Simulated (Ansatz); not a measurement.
Process, species as SMILES: [CH2]C#N → 2 C atom + 2 H atom + N atom
B3LYP-D3(BJ)/def2-TZVP geometries, fixed; electronic energies without zero-point terms.

Basis-set convergence of the atomisation energy at MP2 with Ansatz (a first-principles code). Cartesian d functions, on some or all atoms, in 6-31G**, 6-31+G*; all else is spherical. Cores are frozen. An unrestricted Hartree-Fock determinant is markedly spin-contaminated. Open shells are unrestricted. No added dispersion term, no relativity. Functions are those of the species that has most. Reference: Hartree-Fock in aug-cc-pVQZ plus the correlation part extrapolated as X^-3 from aug-cc-pVTZ and aug-cc-pVQZ, 514.81 kcal/mol, itself unsure by roughly 1.95 kcal/mol (a third of the extrapolation step and of the last Hartree-Fock step). Deviations are taken from unrounded values.

| basis | functions | atomisation energy (kcal/mol) | minus reference (kcal/mol) |
|---|---|---|---|
| 3-21G | 31 | 432.44 | -82.37 |
| 6-31G** | 55 | 480.99 | -33.82 |
| 6-31+G* | 61 | 470.30 | -44.51 |
| def2-SVPD | 76 | 492.27 | -22.54 |
| 6-311+G** | 78 | 481.22 | -33.59 |
| aug-cc-pVDZ | 87 | 475.64 | -39.17 |
| aug-pcseg-1 | 87 | 484.65 | -30.16 |
| 6-311++G(2d,2p) | 101 | 487.50 | -27.31 |
| cc-pVTZ | 118 | 499.60 | -15.21 |
| pcseg-2 | 118 | 502.42 | -12.39 |
| jun-cc-pV(T+d)Z | 145 | 500.35 | -14.46 |
| 6-311++G(3df,3pd) | 153 | 504.01 | -10.80 |
| aug-pcseg-2 | 184 | 504.20 | -10.61 |
| cc-pVQZ | 225 | 508.78 | -6.03 |
| def2-QZVPPD | 255 | 508.95 | -5.86 |
| aug-cc-pVQZ | 332 | 509.93 | -4.88 |
| aug-pcseg-3 | 353 | 511.28 | -3.54 |
| cc-pV5Z | 383 | 511.93 | -2.88 |
